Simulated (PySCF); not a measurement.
CS₂, SMILES S=C=S. Coordinates come from a B3LYP-D3(BJ)/def2-TZVP optimisation.

Computed with B3LYP-D3(BJ)/def2-TZVP (PySCF).

Harmonic wavenumbers (cm⁻¹): 407, 407, 678, 1560. Rotational constants (GHz): 3.269 (linear); symmetry number 2.

Task: Work out the zero-point energy and the ideal-gas rigid-rotor harmonic-oscillator thermochemistry at 298.15 K and 1 atm.

Result: ZPE = ½ Σ hcν = ½ × 3053 cm⁻¹ = 4.36 kcal/mol. H − E(el) = 6.90 kcal/mol. Entropy in cal/(mol K): translation 38.91, rotation 15.61, vibration 2.21, total 56.73. G − E(el) = -10.02 kcal/mol. Cp = 10.80 cal/(mol K).
